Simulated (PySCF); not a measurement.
**Nuclear quadrupole coupling in `C[C@H](N)C(F)F`**

C3H7F2N.
Z-matrix (Å and degrees, GFN2-xTB geometry), rows numbered from 1:
```
C 
C   1  1.5259
N   2  1.4454  1  110.02
C   2  1.5432  1  109.35  3  -124.47
F   4  1.3586  2  110.46  1  -176.32
F   4  1.3574  2  110.65  1    66.71
H   1  1.0878  2  110.09  3    66.59
H   1  1.0866  2  110.81  3  -172.74
H   1  1.0855  2  109.02  3   -52.47
H   2  1.0969  1  110.20  3   118.74
H   3  1.0143  2  110.78  1   179.55
H   3  1.0152  2  110.26  1   -60.83
H   4  1.0997  2  113.77  1   -54.90
```

Field gradients from the PBE0/pcSseg-1 density (PySCF, non-relativistic), principal values in atomic units, ordered |Vxx| ≤ |Vyy| ≤ |Vzz|:

```
atom     Vxx     Vyy      Vzz
  N3  0.4689  0.6582  -1.1271
```

Task: Find the asymmetry η = (Vxx − Vyy)/Vzz and the couplings χ = eQV/h (234.96 MHz × Q in barn × V in au), with Q(14N) = 0.02044 b.

Result: 
```
atom             environment  nucleus     η  χzz (MHz)  χxx (MHz)  χyy (MHz)
  N3  primary amine nitrogen      14N  0.17      -5.41       2.25       3.16
```

The tensor is traceless: Vxx + Vyy + Vzz = 0.

Task: What is Vzz at N3 in SI units (1 au = 9.71736 × 10²¹ V/m²)?

Result: -1.1271 au = -10.953 × 10²¹ V/m².

Task: And the gradient at the other heavy atoms, for which no coupling is worked out here?

Result: 
| atom | environment | Vzz (au) | η |
| --- | --- | --- | --- |
| C1 | methyl carbon | 0.079 | 0.47 |
| C2 | sp3 carbon bound to nitrogen | 0.155 | 0.65 |
| C4 | CHF2 carbon | -0.560 | 0.76 |
| F5 | fluorine of a CF2 group | 2.870 | 0.09 |
| F6 | fluorine of a CF2 group | 2.864 | 0.09 |

Were the hydrogens deuterons (Q(2H) = 0.00286 b), χzz would run from 182 kHz (H13) to 266 kHz (H11).

One conformer (not necessarily the lowest) at the GFN2-xTB geometry, without solvent, vibrations or thermal averaging. GFN2-xTB bond lengths can be off by several hundredths of an ångström, more for odd bonds, and the gradients follow them. The basis is small and wasn't made for field gradients, so the couplings can be 20 % off.
